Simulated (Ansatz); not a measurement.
Born–Oppenheimer molecular dynamics of AlH6N (8 atoms, charge 0, multiplicity 1). It starts at the highest image of a converged band, a first-order saddle point between two minima.

The calculation used RKS PBE0-D4/def2-SVP (Ansatz).

```
ensemble                      : NVE (velocity Verlet)
time step                     : 0.5 fs
steps asked                   : 200
starting velocities drawn for : 300 K
seed                          : 3983
```

First frame:

```xyz
8
Properties=species:S:1:pos:R:3
Al 0.014 -0.348 -0.040
H -0.274 0.043 1.729
H 1.393 0.335 -0.432
H -1.367 -0.122 -0.790
N 0.182 -2.052 0.799
H -0.546 -2.760 0.738
H 1.078 -2.507 0.958
H -0.111 -0.935 1.660
```

Problem. How far do the bonds stretch over the last three quarters of this one trajectory? (Pairs bonded in most of those frames.)

Solution. 
```csv
bond,mean (Å),spread (Å),shortest,longest
Al1–H3,1.592,0.039,1.54,1.66
Al1–H4,1.594,0.012,1.58,1.62
Al1–N5,1.777,0.035,1.73,1.83
H2–H8,0.763,0.008,0.75,0.78
N5–H6,1.017,0.018,0.99,1.05
N5–H7,1.016,0.011,1.00,1.04
```

Mean temperature of the second half: 890 K. The conserved energy stayed within 0.12 meV per atom of its start (net change 0.082 meV per atom), so the integration is sound. The kinetic energy rose, since the run started high on the potential surface and went downhill. It ends in pieces (AlH4N + H2), so much of that is their flight and rotation, not heat. A run of 0.1 ps of so small a system gives no equilibrium averages. The orbitals stay closed-shell, which can raise the energy where a bond breaks towards radicals; this wasn't checked here.

Run time: 4.1 min on 1 thread of Arm Neoverse V2, on a shared host, peak memory 0.094 GiB.
